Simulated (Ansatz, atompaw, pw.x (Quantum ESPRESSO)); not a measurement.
**From atom to crystal: PAW (atompaw) potential for tin**

Sn (Z = 50), PAW, made with atompaw 4.2.0.5 (PBEsol, scalar-relativistic). Core [Kr], reference 4d10 5s1 5p3. Waves: 5s (bound): rc 2.60 bohr; 5s channel at -0.5 Ry: rc 2.60 bohr; 5p (bound): rc 2.60 bohr; 5p channel at 1.2 Ry: rc 2.60 bohr; 4d (bound): rc 2.60 bohr; 4d channel at 0.1 Ry: rc 1.05 bohr. Local part: troulliermartins scheme with l = 3 at 0.5 Ry, radius 2.40 bohr. Core correction: smooth core density matched at 1.30 bohr. Augmentation charge: sinc compensation charge, radius 2.10 bohr; PAW radius 2.60 bohr; waves and projectors: custom polynom2 7 10 vanderbiltortho.

Atomic tests: cutoffs needed: 30 Ry and 70 Ry (the cutoffs (Ry, on a coarse ladder) from which the occupation-weighted sum of valence levels, in a spherical-Bessel basis at the reference potential, stays within 10 and 1 mRy of its value at 400 Ry); ghost test: ghost state, extra bound levels that the all-electron valence spectrum of the same l lacks: s at -15.4 eV; a true bound ghost makes a file unfit for plane-wave use (spherical-Bessel basis up to 400 Ry, 20 bohr box); lowest eigenvalue of the overlap operator: 0.89 (s channel).

Crystal test: diamond Sn in pw.x 7.5, no spin, 8³ k-points, Fermi–Dirac smearing 0.01 Ry, cutoffs 85/850 Ry. The reference is all-electron LAPW (Ansatz 0.2.0) with the same functional, mesh and smearing; V0 and B0 come from Birch–Murnaghan fits to the pressures at five volumes. Errors are pseudo minus all-electron; Δ is the rms difference of the E(V) curves that follow from these fits, minima aligned, over ±6 % about the mean V0. Mesh and smearing are coarse, so the numbers serve the comparison and aren't converged zero-temperature values; the lattice is a test structure that the element need not adopt.

All-electron: a0 = 6.545 Å (V0 = 35.05 Å³/atom), B0 = 40.9 GPa.

Question: How far does the potential miss the all-electron equation of state?

Answer: mean pressure error (GPa): +3.46. The pressure does not cross zero within the volumes sampled, so no fit is given. This is a poor potential for the solid. Note: ghost state, extra bound levels that the all-electron valence spectrum of the same l lacks: s at -15.4 eV. A true bound ghost makes a file unfit for plane-wave use.

| V (Å³/atom) | P all-electron (GPa) | P pseudo (GPa) |
| --- | --- | --- |
| 33.305 | 2.36 | 6.05 |
| 34.182 | 1.09 | 4.65 |
| 35.058 | -0.01 | 3.43 |
| 35.934 | -0.96 | 2.40 |
| 36.811 | -1.78 | 1.44 |

Question: At the middle volume, how do free energy and pressure move when the wave cutoff is lowered (ecutrho held at 850 Ry)?

Answer:

```
cutoff (Ry)  shift of F (meV/atom)  shift of P (GPa)
         38                 +116.1             -0.33
         51                  +76.1             -0.01
         68                   +7.1             -0.13
```

The run at the middle volume (29 k-points, 18 iterations) took about 83 s on one core of a shared host (AMD EPYC 9R45 96-Core Processor, 96 threads, 376 GiB, load 54).
